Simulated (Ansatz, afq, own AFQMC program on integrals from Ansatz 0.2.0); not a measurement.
**CH2N, doublet → CH$_{2}$N⁺, triplet**

```tsv
atom	x (Å)	y (Å)	z (Å)
N	0.0000	0.0000	0.6600
C	0.0000	0.0000	-0.5768
H	0.0000	-0.9374	-1.1497
H	0.0000	0.9373	-1.1497
```

Connectivity, by distances: N–CH2.

E(triplet, charge +1) − E(doublet, charge +0) at this geometry, on ROHF and UHF determinants.

Basis cc-pVDZ. Noble-gas cores (and the filled d shells of Ga–Kr and In–Xe) are frozen. Integrals, coupled cluster, full CI and functionals: Ansatz 0.2.0; the random walks run on the same integrals in our own AFQMC program. ph-AFQMC/CISD is guided by a CISD state made of CCSD amplitudes; releasing the constraint for a short imaginary time cuts its bias at the price of noise, slowly where states lie close. ± is one standard error of the sampling. The errors of all members are added in quadrature.

No full CI on the walks' own integrals is used here; CCSDT(Q) serves as the reference and is uncertain by about the last step of the cluster series. Each member takes its own surest rung, up to full CI.

Errors are counted within cc-pVDZ, not against nature.

Cautions: CH₂N (doublet): higher spins were not checked, a spin-contaminated unrestricted determinant lies lower (UHF 264 meV lower, ⟨S²⟩ 0.93); CH₂N⁺ (triplet): another spin lies lower; this isn't the first ionization.

```
level  vertical ionization energy (eV)
  MP2                           12.638
   HF                           10.783
```

From these cheaper values, estimate the vertical ionization energy at the reference level in cc-pVDZ.

12.559 eV (CCSDT(Q) in cc-pVDZ).

| level | vertical ionization energy (eV) | error against CCSDT(Q) (eV) |
| --- | --- | --- |
| CCSD | 12.442 | -0.117 |
| CCSD(T) | 12.552 | -0.007 |
| CCSDT | 12.548 | -0.011 |
| ph-AFQMC/CISD | 12.569 ± 0.007 | 0.010 ± 0.007 |
| released AFQMC | 12.562 ± 0.007 | 0.003 ± 0.007 |

Correlation beyond CCSD(T) adds 0.007 eV. The perturbative (T) step is worth +0.110 eV.

A walk keeps the symmetry of its determinant, which the program's search chose and which needn't be the lowest solution, so a lower state of the same spin and another symmetry isn't excluded. Released energies are given only where the last usable release times agree within the noise; a slower fall can still hide under it.
